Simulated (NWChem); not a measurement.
**C5H6 (2-methyl-1-buten-3-yne) at 3 levels**

Aim: a comparison of 3 runs (HF/def2-SVP, MP2/def2-SVP, CCSD/def2-SVP) of C5H6 (2-methyl-1-buten-3-yne). 

Program for the calculation: NWChem 7.3.0.

### 1 The system as given

C5H6 has 11 atoms, charge 0, and is taken as a singlet. As SMILES, `C#CC(=C)C`. The C2–C3 distance was set to 2.139 Å, away from the relaxed value. At this shape a bond of the SMILES string is far longer than usual.

Bond lengths: C1–C2 1.203 Å, C3–C4 1.335 Å, C3–C5 1.500 Å, C1–H6 1.064 Å, C4–H7 1.084 Å, C4–H8 1.082 Å, C5–H9 1.093 Å, C5–H10 1.093 Å, C5–H11 1.090 Å. Some angles: C4–C3–C5 123.1°, C2–C1–H6 179.2°, C3–C4–H7 120.7°, C3–C4–H8 121.4°, C3–C5–H9 110.6°, C3–C5–H10 110.6°, C3–C5–H11 110.8°, H7–C4–H8 117.9°, H9–C5–H10 107.0°, H9–C5–H11 108.9°. A long bond or contact: C2–C3 2.139 Å.

### 2 The energy at HF/def2-SVP (run 1)

struct.nw reads:

```
start struct
memory 2200 mb

geometry units au noautosym nocenter noautoz
  C     -3.21618725     4.35114165     2.50915189
  C     -2.16096418     2.59445224     1.52517150
  C     -0.13795001    -0.44956585    -0.19936611
  C     -1.35757925    -2.47459636    -1.07884464
  C      2.67679706    -0.15155604    -0.34563091
  H     -4.17579018     5.89145741     3.37559132
  H     -0.33051310    -4.01623493    -1.95246503
  H     -3.39262531    -2.63390027    -0.94599690
  H      3.48200936     0.07596699     1.54296138
  H      3.17228325     1.54012679    -1.42182994
  H      3.54153573    -1.79108242    -1.24551849
end

basis spherical bse
  * library def2-SVP
end

scf
  thresh 1e-08
  maxiter 80
end

task scf energy
```

On the command line:

```sh
$ nwchem struct.nw > struct.out
```

Output:

```text
[...]
  functions       =   100
[...]
  wavefunction    = RHF
[...]
         Total SCF energy =   -192.483457514064
      One-electron energy =   -516.750888682517
      Two-electron energy =    193.545957987223
 Nuclear repulsion energy =    130.721473181230
        Time for solution =     23.1s
[...]
```

Run time: 24 s. Hardware: 1 thread of Intel Xeon Platinum 8259CL at 2.50GHz (Skylake/Cascade Lake), shared host; peak memory 0.099 GiB.

### 3 The energy at MP2/def2-SVP (run 2)

a.xyz reads:

```xyz
11

C     -1.701933     2.302525     1.327786
C     -1.143533     1.372925     0.807086
C     -0.073000    -0.237900    -0.105500
C     -0.718400    -1.309500    -0.570900
C      1.416500    -0.080200    -0.182900
H     -2.209733     3.117625     1.786286
H     -0.174900    -2.125300    -1.033200
H     -1.795300    -1.393800    -0.500600
H      1.842600     0.040200     0.816500
H      1.678700     0.815000    -0.752400
H      1.874100    -0.947800    -0.659100
```

run.py reads:

```python
from ase.io import read
from ase.calculators.nwchem import NWChem

atoms = read('a.xyz')

calc = NWChem(
    label='a',
    theory='mp2',
    memory='2200 mb',
    basis='def2-SVP',
    basispar='spherical bse',
    scf={'nopen': '0', 'rhf': None, 'thresh': '1e-08', 'maxiter': '80'},
    mp2={'freeze': 'core 5', 'tight': None},
    task='energy',
)
atoms.calc = calc

e = atoms.get_potential_energy()
print(f"E = {e:.6f} eV")
```

On the command line:

```sh
$ export ASE_NWCHEM_COMMAND="nwchem PREFIX.nwi > PREFIX.nwo"
$ python run.py
```

Output:

```text
E = -5255.815260 eV
```

The calculator wrote a.nwi:

```
title "a"

permanent_dir a

scratch_dir a

start a

geometry units angstrom nocenter noautosym noautoz
  C  -1.7019329999999999e+00 2.3025250000000002e+00 1.3277859999999999e+00
  C  -1.1435329999999999e+00 1.3729250000000000e+00 8.0708599999999997e-01
  C  -7.2999999999999995e-02 -2.3790000000000000e-01 -1.0550000000000000e-01
  C  -7.1840000000000004e-01 -1.3095000000000001e+00 -5.7089999999999996e-01
  C  1.4165000000000001e+00 -8.0199999999999994e-02 -1.8290000000000001e-01
  H  -2.2097329999999999e+00 3.1176249999999999e+00 1.7862860000000000e+00
  H  -1.7490000000000000e-01 -2.1253000000000002e+00 -1.0331999999999999e+00
  H  -1.7952999999999999e+00 -1.3937999999999999e+00 -5.0060000000000004e-01
  H  1.8426000000000000e+00 4.0200000000000000e-02 8.1650000000000000e-01
  H  1.6787000000000001e+00 8.1499999999999995e-01 -7.5239999999999996e-01
  H  1.8741000000000001e+00 -9.4779999999999998e-01 -6.5910000000000002e-01
end

memory 2200 mb

basis spherical bse noprint
   * library def2-SVP
end

scf
  nopen 0
  rhf
  thresh 1e-08
  maxiter 80
end
mp2
  freeze core 5
  tight
end

task mp2 energy
```

a.nwo:

```text
Northwest Computational Chemistry Package (NWChem) 7.3.0
             --------------------------------------------------------

           Job information
           ---------------

    nwchem branch   = 7.3.0
    use scalapack   = T
    input           = a.nwi
    prefix          = a.
    data base       = a/a.db
    status          = startup
    nproc           =        1

           Memory information
           ------------------

    heap     =     72089594 doubles =      550.0 Mbytes
    stack    =     72089599 doubles =      550.0 Mbytes
    global   =    144179200 doubles =     1100.0 Mbytes (distinct from heap & stack)
    total    =    288358393 doubles =     2200.0 Mbytes
    verify   = yes
    hardfail = no

[... 131 lines left out ...]
 Convergence threshold     :          1.000E-08
[... 13 lines left out ...]
       Final RHF  results
[... 3 lines left out ...]
      One-electron energy =   -516.750907369164
[... 1 line left out ...]
 Nuclear repulsion energy =    130.721482613398
[... 36 lines left out ...]
                       ROHF Final Molecular Orbital Analysis
[... 274 lines left out ...]
          -------------------------------------------
          SCF energy                -192.483457557376
          Correlation energy          -0.664192284876
          Singlet pairs               -0.429711695164
          Triplet pairs               -0.234480589712
          Total MP2 energy          -193.147649842252
          -------------------------------------------

          ---------------------------------------------------
                    Spin Component Scaled (SCS) MP2
          Same spin pairs                     -0.156320393141
          Same spin scaling factor             0.333333333333
          Opposite spin pairs                 -0.507871891735
          Opposite spin scaling fact.          1.200000000000
          SCS-MP2 correlation energy          -0.661553067795
          Total SCS-MP2 energy              -193.145010625171
          ---------------------------------------------------

 -----------------------
 Task  times  cpu:       24.5s     wall:       24.5s
 Total times  cpu:       24.5s     wall:       24.5s
```

Wall time 27 s (1 thread of Intel Xeon Platinum 8259CL at 2.50GHz (Skylake/Cascade Lake), shared host); peak memory 0.29 GiB.

### 4 A single-point energy at CCSD/def2-SVP (run 3)

c5h6.xyz reads:

```xyz
11

C     -1.701933     2.302525     1.327786
C     -1.143533     1.372925     0.807086
C     -0.073000    -0.237900    -0.105500
C     -0.718400    -1.309500    -0.570900
C      1.416500    -0.080200    -0.182900
H     -2.209733     3.117625     1.786286
H     -0.174900    -2.125300    -1.033200
H     -1.795300    -1.393800    -0.500600
H      1.842600     0.040200     0.816500
H      1.678700     0.815000    -0.752400
H      1.874100    -0.947800    -0.659100
```

c5h6.nw reads:

```
start c5h6
memory total 2200 mb
charge 0
geometry units angstroms noautosym nocenter noautoz
 load format xyz c5h6.xyz
end
basis spherical bse
 * library def2-SVP
end
scf
 nopen 0
 rhf
 thresh 1e-08
 maxiter 80
 print medium
end
ccsd
 freeze core 5
 maxiter 60
end
task ccsd
```

On the command line:

```sh
$ nwchem c5h6.nw > c5h6.out
```

Output:

```text
[...]
  functions       =   100
[...]
  wavefunction    = RHF
[...]
         Total SCF energy =   -192.483457557415
      One-electron energy =   -516.750907369199
      Two-electron energy =    193.545967198386
 Nuclear repulsion energy =    130.721482613398
        Time for solution =     19.6s
[...]
 Total MP2 energy:           -193.147649842291059
[...]
             energy      energy      error      ampl     ampl      Block
                                                time     time      time
[...]
 Total CCSD energy:           -193.197856847107488
[...]
```

Wall time 5.1 min (1 thread of Intel Xeon Platinum 8259CL at 2.50GHz (Skylake/Cascade Lake), shared host); peak memory 0.28 GiB.

### 5 The series

```
run          level  module  frozen core orbitals  energy (Eh)  HOMO energy (eV)  LUMO energy (eV)  HOMO–LUMO gap (eV)  wall time
  1    HF/def2-SVP     scf                     –  -192.483458            -10.20              2.95               13.15       24 s
  2   MP2/def2-SVP     mp2                     5  -193.147650            -10.20              2.95               13.15       27 s
  3  CCSD/def2-SVP    ccsd                     5  -193.197857            -10.20              2.95               13.15    5.1 min
```

### 6 Summary of results

| quantity | value |
| --- | --- |
| run 3: total energy | -193.19786 Eh |
| run 3: HOMO energy (Hartree–Fock orbitals) | -10.20 eV |
| run 3: LUMO energy (Hartree–Fock orbitals) | 2.95 eV |
| run 3: HOMO–LUMO gap (Hartree–Fock orbitals) | 13.15 eV |
| run 3: correlation energy (5 core orbitals frozen) | -714.4 mEh |

Below the HF energy at the same shape and in the same basis (def2-SVP): MP2 -664.2 mEh; CCSD -714.4 mEh. All runs together took 5.9 min, the longest 5.1 min.
